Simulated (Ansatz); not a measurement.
**CH₃N (triplet): from Hartree-Fock to the top rungs, cc-pVDZ**

One table from this session's results is given with a row withheld; the runs are named, their logs left out.

The runs use Ansatz 0.2.0, Gaussian basis; cc-pVDZ, core rule «outside noble gas», up to 2 orbitals frozen.

Plan: UHF; CCSD(T) on ROHF; CCSD(T) on UHF; BCCD(T) on ROHF; CISD; CCSDT(Q) on ROHF; CCSDT(Q) on UHF; CASSCF and MRCISD+Q, 12 electrons in 11 orbitals; CASSCF and NEVPT2, 12 electrons in 11 orbitals.

3 further runs of the same task are left out: 3 set aside as unsound or not needed.

### The geometry

The geometry is a PBE0/def2-TZVP stationary point (not a proven minimum) of the parent state, kept for this charge and spin.

5 atoms, charge 0, spin multiplicity 3.

Atoms are counted from 1 here; the program's logs count them from 0.

Bond lengths: N1–C2 1.261 Å, N1–H5 1.021 Å, C2–H3 1.092 Å, C2–H4 1.096 Å. Angles: C2–N1–H5 111.0°, N1–C2–H3 118.8°, N1–C2–H4 124.9°, H3–C2–H4 116.2°.

Coordinates:

```xyz
5

N     0.0000   -0.1232   -0.6250
C     0.0000    0.0600    0.6223
H     0.0000   -0.8099    1.2818
H     0.0000    1.0402    1.1129
H     0.0000    0.7666   -1.1253
```

Set-up of the first run:

in.yaml reads:

```yaml
crystal:
  periodic: [false, false, false]
  atoms:
    - {symbol: N, position_ang: [0.000000, -0.123151, -0.624976]}
    - {symbol: C, position_ang: [0.000000, 0.059956, 0.622305]}
    - {symbol: H, position_ang: [0.000000, -0.809947, 1.281846]}
    - {symbol: H, position_ang: [0.000000, 1.040239, 1.112909]}
    - {symbol: H, position_ang: [0.000000, 0.766609, -1.125303]}
basis:
  gaussian: {orbitals: cc-pVDZ}
magnetization: {spin_polarized: true, initial_magnetization: 2}
hamiltonian: {xc: hf}
output: {orbitals: {seedname: orbitals}}
```

The run is started by

```bash
ansatz run in.yaml --threads 1 --pin off --events-out ev --progress --plain --max-ram 2560MiB --backend cpu
```

Steps of the session up to this table: UHF; CCSD(T) on ROHF; CCSD(T) on UHF; BCCD(T) on ROHF; CISD; CCSDT(Q) on ROHF; CCSDT(Q) on UHF; CASSCF and MRCISD+Q, 12 electrons in 11 orbitals; CASSCF and NEVPT2, 12 electrons in 11 orbitals.

One of the session's tables, all rows but one given; the rest of the session is left out.

```
          method  from UCCSDT(Q) (kJ/mol)
            ROHF                   +809.6
             UHF                   +788.1
            RMP2                    +99.8
            UMP2                        ?
            CISD                    +79.4
           RCCSD                    +23.5
           UCCSD                    +22.9
        RCCSD(T)                     +3.6
        UCCSD(T)                     +3.6
         BCCD(T)                     +3.3
          RCCSDT                     +1.5
          UCCSDT                     +1.4
       RCCSDT(Q)                     +0.1
       UCCSDT(Q)                        0
  CASSCF valence                   +559.7
  NEVPT2 valence                   +103.3
  MRCISD valence                    +38.6
MRCISD+Q valence                     +4.7
```

Q: Estimate the row for UMP2 from the others.

**Answer.** from UCCSDT(Q) (kJ/mol): +104.2. In the column «from UCCSDT(Q) (kJ/mol)» it lies between NEVPT2 valence (+103.3) and CASSCF valence (+559.7).

To keep in mind: Restricted and unrestricted rows rest on different reference determinants; where their highest levels disagree by more than a few hundredths of an eV, they describe different states and don't form one ladder.
